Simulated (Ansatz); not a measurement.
System: litharge PbO. Method: LDA (plane waves, PAW; Ansatz, a program for electronic structure).

Run with plane-wave cutoff 520 eV, 12×12×8 k mesh (along the axes of the cell as run), perturbation theory, force constants from a 4×4×2 q mesh, scalar-relativistic PAW data made under PBE.

Task: Estimate the high-frequency dielectric constant (mean over three axes), dielectric constant ε0 (ions relaxed) (mean over three axes) and zero-point energy that the calculation returns.

Result: 
- high-frequency dielectric constant (mean over three axes) = 6.81
- dielectric constant ε0 (ions relaxed) (mean over three axes) = 16.1
- zero-point energy = 0.042 eV/atom

Spin–orbit coupling is not included; it can shift volumes and moduli of such heavy elements.
